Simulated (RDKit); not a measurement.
RDKit input (MMFF94):

```python
from rdkit import Chem
from rdkit.Chem import AllChem, rdDetermineBonds

mol = Chem.MolFromXYZFile('mol.xyz')
rdDetermineBonds.DetermineBonds(mol, charge=0)
print('SMILES', Chem.MolToSmiles(Chem.RemoveHs(mol)))
ff = AllChem.MMFFGetMoleculeForceField(mol, AllChem.MMFFGetMoleculeProperties(mol))
e0 = ff.CalcEnergy()
flag = ff.Minimize(maxIts=5000, forceTol=1e-5)
print(f'energy {e0:.4f} -> {ff.CalcEnergy():.4f} kcal/mol, converged: {flag == 0}')
print(Chem.MolToXYZBlock(mol))
```
mol.xyz:
```
7

C     -0.00105023    -0.00044593     0.21807837
C     -0.00682676    -0.00289863     1.41756777
C      0.00595226     0.00252732    -1.23597935
H     -0.01194066    -0.00506999     2.47946412
H      0.01516829     1.02317495    -1.62370089
H      0.88736845    -0.51296496    -1.62264162
H     -0.87904773    -0.50023658    -1.63112234
```

Output:

```
SMILES C#CC
energy 2.4639 -> 2.4230 kcal/mol, converged: True
7

C     -0.001069   -0.000454    0.222110
C     -0.006852   -0.002909    1.422798
C      0.005977    0.002538   -1.241163
H     -0.011984   -0.005089    2.488493
H      0.015209    1.025968   -1.628064
H      0.889791   -0.514366   -1.627002
H     -0.881448   -0.501603   -1.635506
```

The geometry given is a B3LYP-D3(BJ)/def2-TZVP minimum.
